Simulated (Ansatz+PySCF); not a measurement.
A calculation with PySCF 2.14.0.

```python
from pyscf import gto, scf, mp

mol = gto.M(atom="""
O 0.000000 0.000000 -0.108490
H 0.000000 0.000000 0.867930
O 10.000000 0.000000 -0.108490
H 10.000000 0.000000 0.867930
""", basis='sto-3g', charge=0, spin=2)
mf = scf.UHF(mol)
mf.kernel()
pt = mp.MP2(mf, frozen=2).run()
print(mf.e_tot, pt.e_corr, pt.e_tot)
```

The script is written out from the run's settings.

Results

```
Converged          : yes
Reference energy   : -148.72654 hartree
Correlation energy : -0.03199 hartree
Total energy       : -148.75853 hartree
```
